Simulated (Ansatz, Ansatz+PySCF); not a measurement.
```xyz
2

Na    0.0000    0.0000   -1.4377
Na    0.0000    0.0000    1.4377
```

RHF-MP2 on singlet Na2 was run in several spherical basis sets with Ansatz (development build ahead of 0.2.0). Frozen core: 2 orbitals.

Q: Rank the basis sets by the total energy that they give, lowest first, with the distance from the lowest.
A. def2-TZVP
B. 6-31G(d)
C. cc-pVDZ
D. cc-pVTZ
E. def2-SVP

A: A (0.00 eV), D (7.93 eV), C (8.88 eV), B (9.45 eV), E (12.20 eV).

Totals follow the description of the cores as much as that of the bonds, so this order isn't one of quality for chemistry.
